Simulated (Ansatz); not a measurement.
The input, for Ansatz 0.2.0:

```yaml
crystal:
  periodic: [false, false, false]
  atoms:
    - {symbol: Si, position_ang: [0.000000, 0.000000, 0.000000]}
    - {symbol: S, position_ang: [0.000000, 0.000000, 1.930000]}
basis:
  gaussian: {orbitals: cc-pVDZ}
hamiltonian: {xc: {name: PBE}}
output: {orbitals: {seedname: orbitals}}
```

```sh
$ ansatz run in.yaml --threads 1 --pin off --events-out ev --progress --plain --max-ram 2393MiB
```

Log:

```
377 factors; integrals over basis functions are off by at most 8.6e-4 eV
mean field evaluation 1: about -18702.9586 eV, gradient 2.1e1 eV
mean field evaluation 2: about -18681.4233 eV, gradient 7.7e1 eV
mean field evaluation 4: about -18704.5169 eV, gradient 3.7e0 eV
mean field evaluation 8: about -18704.5619 eV, gradient 2.3e-2 eV
mean field -18704.56186014 eV, -687.3799699526 hartree, gradient 2.1e-5 eV, S^2 0.000000; 0 other end points of the search recorded, 0 dependent functions left out
reference -18704.56188322 eV, -687.3799708008 hartree; 15, 15 occupied and 21, 21 virtual orbitals, 377 factors
Total energy: -18704.56188322 eV, -687.3799708008 hartree
```

Ran on 1 thread of AMD EPYC 7B13, shared host: 0.42 s wall, 0.09 GiB peak host memory.
